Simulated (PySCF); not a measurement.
Level of theory: PySCF 2.14.0 with PBE-D3(BJ)/def2-TZVP // B3LYP-D3(BJ)/def2-SVP. Isolated molecules, 0 K electronic values unless said otherwise. 

Reference species (SMILES): `S` (neutral, multiplicity 1).

```yaml
HOMO–LUMO gap: 5.69 eV
dipole_moment: 1.13 D
HOMO: -6.19 eV
```

After one change: the HOMO–LUMO gap increases by 0.69 eV; the dipole moment is nearly the same; the HOMO increases by 0.35 eV.

Question: Name the change that produced these shifts. The new species is one of these.
A. `C#N`
B. `CO`
C. `COC`
D. `CC#N`

Answer: C, `COC`
